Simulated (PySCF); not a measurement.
## EPR parameters of C5H8N

Compound: C₅H₈N (doublet state).
Geometry (GFN2-xTB, Å), atoms numbered from 1 in this order:
```
atom  x, y, z in Å
C1     2.3215   -0.3298    0.2438
C2     1.1503    0.5061    0.5905
C3    -0.1352    0.1046    0.3471
N4    -0.5880   -1.0267   -0.2086
C5    -1.9705   -0.5909   -0.0559
C6    -1.4871    0.7248    0.5863
H7     1.9883   -1.2556   -0.2165
H8     2.9825    0.2038   -0.4422
H9     2.9068   -0.5561    1.1374
H10    1.3221    1.4678    1.0537
H11   -2.5471   -1.2582    0.5881
H12   -2.4860   -0.4944   -1.0137
H13   -1.6964    1.6299    0.0186
H14   -1.7617    0.8742    1.6293
```

The hyperfine couplings belong to this conformer and change with its torsions.

The species is `C[CH]C1=NCC1` [radical].

Computed with UKS B3LYP, pcH-1 on C H N, non-relativistic, mean-field spin-orbit, GIAO (PySCF). One conformer (not necessarily the lowest) at the GFN2-xTB geometry, without solvent, vibrations or thermal averaging. Couplings are sensitive to structure, and on GFN2-xTB geometries they can be far from those on DFT ones. No stability test was run, so a lower SCF solution isn't excluded. ⟨S²⟩ is 0.776 where a pure state has 0.75.

- g1, g2, g3: 2.00214, 2.00324, 2.00533
- g_iso: 2.00357
- Form of g: rhombic: the two nearest values differ by 35 % of g3 − g1
- ⟨S²⟩: 0.7763 (exact 0.7500)
- α and β electrons: 23, 22
- HOMO–LUMO gap, α and β orbitals: 6.70, 4.14 eV

Isotropic coupling and dipolar principal values T1 to T3, in mT (MHz turned into mT with g_iso):

| atom | isotope | a_iso | T1 | T2 | T3 | Mulliken spin population |
| --- | --- | --- | --- | --- | --- | --- |
| C1 | 13C | -0.76 | -0.06 | 0.02 | 0.05 | -0.05 |
| C2 | 13C | 1.96 | -1.91 | -1.86 | 3.77 | 0.70 |
| C3 | 13C | -1.78 | -1.00 | 0.34 | 0.66 | -0.23 |
| N4 | 14N | 0.71 | -0.91 | -0.86 | 1.77 | 0.53 |
| C5 | 13C | -0.78 | -0.07 | 0.01 | 0.06 | -0.04 |
| C6 | 13C | 0.18 | -0.03 | -0.01 | 0.04 | 0.02 |
| H7 | 1H | 0.07 | -0.13 | -0.04 | 0.17 | 0.00 |
| H8 | 1H | 2.59 | -0.13 | -0.09 | 0.22 | 0.03 |
| H9 | 1H | 2.64 | -0.13 | -0.09 | 0.22 | 0.03 |
| H10 | 1H | -1.52 | -0.91 | -0.03 | 0.94 | -0.03 |
| H11 | 1H | 2.59 | -0.12 | -0.09 | 0.22 | 0.03 |
| H12 | 1H | 2.59 | -0.12 | -0.09 | 0.21 | 0.03 |
| H13 | 1H | -0.56 | -0.08 | -0.02 | 0.10 | -0.01 |
| H14 | 1H | -0.56 | -0.08 | -0.02 | 0.10 | -0.01 |

The largest Mulliken spin populations are on C2 (+0.70), N4 (+0.53) and C3 (-0.23). The positive populations add up to 1.37 and the negative ones to -0.37, together 2S = 1. The angles at C2 add up to 360.0°, so it is planar; its axial dipolar tensor and the negative coupling of its proton fit spin in a p orbital normal to that plane.

Axes: g3 points within 8° of the C2–C3 bond.

Under fast tumbling the dipolar parts average out, and these isotropic splittings remain: 2 × 1H (H11/H12, I = 1/2, 3 lines) with 2.59 mT, 3 × 1H (H7/H8/H9, I = 1/2, 4 lines) with 1.77 mT, 1 × 1H (H10, I = 1/2, 2 lines) with 1.52 mT, 1 × 14N (N4, I = 1, 3 lines) with 0.71 mT and 2 × 1H (H13/H14, I = 1/2, 3 lines) with 0.56 mT.

Class means assume fast exchange of nuclei equivalent by connectivity; if that motion is slow, each nucleus keeps its own coupling. The three 1H nuclei of mean +49.6 MHz run from 1.8 to 74.1 MHz in the frozen geometry.

The 13C coupling of C2 (54.9 MHz) shows only in satellite lines or after enrichment, since that isotope makes up about 1.07 % of natural carbon.

The spin density at the nucleus, in bohr⁻³, is negative for C3 (-0.0444), C5 (-0.0195) and C1 (-0.0190), for instance. A restricted open-shell determinant has no negative spin density anywhere; here it arises because α and β orbitals differ (spin polarisation).

Hardware: an Arm Neoverse V1 with one thread, shared host. Cost: 40 s of wall time (grids of density and orbitals included), 0.89 GiB resident at most.
